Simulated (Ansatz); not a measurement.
A calculation on zinc-blende HgSe returned lattice constant a 6.172 Å, bulk modulus 48.7 GPa, cohesive energy 1.94 eV/atom.

For reference: lattice constant a 6.085 Å (measured, 293 K, not corrected to a static lattice; as tabulated in Cardona et al. (2009), arXiv:0908.2634); bulk modulus 50 GPa (measured, temperature not stated, not corrected to a static lattice, our sources range from 48.5 to 51.6; as tabulated in Toher et al. (2017), arXiv:1611.05714).

Problem. Which level of theory produced these numbers?
A. PBE-D4 (Ansatz, a first-principles code)
B. LC-ωPBE (Ansatz)
C. RPBE (Ansatz)
D. PBE0-D3(BJ) (Ansatz)

Solution. A, PBE-D4 (Ansatz)

The others give: PBE0-D3(BJ) 6.090 Å, 58.5 GPa, 1.97 eV/atom; RPBE 6.354 Å, 36.0 GPa, 1.24 eV/atom; LC-ωPBE 6.062 Å, 65.5 GPa, 1.66 eV/atom.

Unless a cell is named, each level is at its own relaxed cell (LC-ωPBE 27.84, PBE-D4 29.39, PBE0-D3(BJ) 28.24, RPBE 32.06 Å³/atom).

Caveats: the cell is over a tenth larger than the published one: the level's own overestimate first of all, though another phase or state, or a fault of the published cell, is possible (RPBE). Ansatz's density-functional and Hartree–Fock values are scalar-relativistic unless marked +SOC, with PAW data made under PBE.
